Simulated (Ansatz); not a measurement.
hcp Hf, treated with LC-ωPBE (plane waves, PAW; Ansatz, a quantum-chemistry and plane-wave program).

Settings: plane-wave cutoff 460 eV, 12×12×6 k mesh (along the axes of the cell as run), Fermi–Dirac smearing 0.05 eV, scalar-relativistic PAW data made under PBE.

Computed at the level's own relaxed cell.

Estimate the lattice parameter a and c axis length that the calculation returns.


- lattice parameter a: 3.219 Å
- c axis length: 5.027 Å

Measured, for comparison: lattice constant a 3.194 Å (293 K, no zero-point or thermal correction, our sources range from 3.194 to 3.200; as tabulated in Wikipedia's data pages); lattice parameter c 5.051 Å (293 K, no zero-point or thermal correction; as tabulated in Wikipedia's data pages). Computed (rounded) less measured: lattice constant a +0.8 % (+0.6 % to +0.8 % over the range), lattice parameter c -0.5 %. A static lattice is as a rule a little smaller and stiffer than an uncorrected measurement, which narrows the difference in the lattice parameter c and would widen misses of the other sign.

Spin–orbit coupling is not included.

Computed values are for the static lattice.

The result took roughly 2.1 core-hours.
